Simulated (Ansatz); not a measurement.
fcc Rh was calculated with r²SCANh (PAW; Ansatz, a program for electronic structure).

Settings: plane-wave cutoff 520 eV, 14×14×14 k mesh, Fermi–Dirac smearing 0.05 eV, no spin polarisation, scalar-relativistic PAW data made under PBE.

Pressure at four volumes; x = ln(V/13.573 Å³). One pressure is withheld.

| V (Å³/atom) | x | P (GPa) |
|---|---|---|
| 12.870 | -0.0532 | 17.18 |
| 13.573 | 0.0000 | -0.56 |
| 13.886 | 0.0228 | -6.80 |
| 14.225 | 0.0469 | ? |

Question: Pass a parabola P(x) through the three rows shown, estimate the bulk modulus and its pressure derivative near zero pressure, and predict the withheld pressure.

Answer: Slopes between the rows: (-0.56 − (17.18))/(0.0000 − (-0.0532)) = -333.46 and (-6.80 − (-0.56))/(0.0228 − (0.0000)) = -273.68 GPa. Their difference over the span 0.0760 is c = 59.78/0.0760 = 786.6 GPa, so P(x) = 17.18 + (-333.46)(x − (-0.0532)) + 786.6 (x − (-0.0532))(x − (0.0000)). At the middle row B = −dP/dx = −[-333.46 + 786.6 × 0.0532] = 291.6 GPa, and B′ = dB/dP = 2c/B = 5.4. At x = 0.0469 the parabola gives -12.51 GPa; the run gives -12.62 GPa. The Birch–Murnaghan fit to the energies at all volumes has B0 = 293 GPa and B′ = 5.2.

Measured, for comparison: bulk modulus 271 GPa (corrected for temperature and zero-point phonon effects, our sources range from 271 to 289; as tabulated in Levämäki et al. (2014), arXiv:1402.3671). Computed (rounded) less measured: bulk modulus +8 % (+1 % to +8 % over the range).
